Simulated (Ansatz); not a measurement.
System: hcp Tl. Method: PBEsol in Ansatz (plane waves, PAW).

Settings: plane-wave cutoff 520 eV, 18×18×10 k mesh (along the axes of the cell as run), Fermi–Dirac smearing 0.05 eV, scalar-relativistic PAW data made under PBE.

Response to compression and expansion:

Shape and atoms are relaxed at each volume.

| V (Å³/atom) | P (GPa) | c (Å) | a (Å) |
|---|---|---|---|
| 27.477 | 1.62 | 5.451 | 3.412 |
| 28.050 | 0.75 | 5.480 | 3.438 |
| 28.622 | -0.01 | 5.507 | 3.465 |
| 29.195 | -0.69 | 5.534 | 3.491 |
| 29.767 | -1.28 | 5.560 | 3.516 |

Note: the bulk modulus comes from volumes at which shape and atoms were relaxed.

Ansatz is a first-principles code.
